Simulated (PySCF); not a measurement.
Choosing a basis for TDDFT

Species: 1,3-dioxane, C₄H₈O₂.
Numbering: `[CH2:1]1[CH2:2][O:3][CH2:4][O:5][CH2:6]1` (hydrogens: H7, H8 on C1; H9, H10 on C2; H11, H12 on C4; H13, H14 on C6)

TDDFT with PBE0 (PySCF), vertical singlets, core orbitals frozen in the response, spherical d and f functions. Geometry: PBE0-D3(BJ)/def2-SVP, one conformer, isolated molecule.

Problem. Compare 6-31G*, 6-31+G*, def2-SVP, aug-cc-pVDZ, def2-TZVP and def2-TZVPD for this molecule.

Solution. 

```csv
basis,functions,diffuse,S1 (eV),S2 (eV),S3 (eV),S4 (eV),S5 (eV),LUMO (eV),α (au)
6-31G*,100,no,8.85,9.02,9.46,9.56,9.70,2.82,46.6
6-31+G*,124,yes,7.11,7.27,7.47,7.63,7.68,0.49,52.5
def2-SVP,124,no,8.21,8.38,8.73,8.99,9.21,1.88,47.7
aug-cc-pVDZ,210,yes,6.69,6.82,7.09,7.20,7.27,-0.04,56.7
def2-TZVP,234,no,7.82,8.00,8.31,8.51,8.66,1.35,53.8
def2-TZVPD,300,yes,7.00,7.14,7.50,7.63,7.67,0.35,56.5
```

States are compared by their number. Against the largest diffuse basis here (def2-TZVPD, itself not a converged limit), sets without diffuse functions differ by up to 1.85 eV in S1 and 2.03 eV in S5; the smaller diffuse sets differ by up to 0.31 and 0.40 eV. State by state, the largest deviation of a set without diffuse functions is S1 1.85, S2 1.88, S3 1.96, S4 1.93, S5 2.03 eV. The same number needn't mean the same state in each row. Against def2-TZVPD the polarisability deviates by -18% in 6-31G*, -7% in 6-31+G*, -16% in def2-SVP, 0% in aug-cc-pVDZ, -5% in def2-TZVP. A single + in a Pople set puts diffuse functions on heavy atoms only.
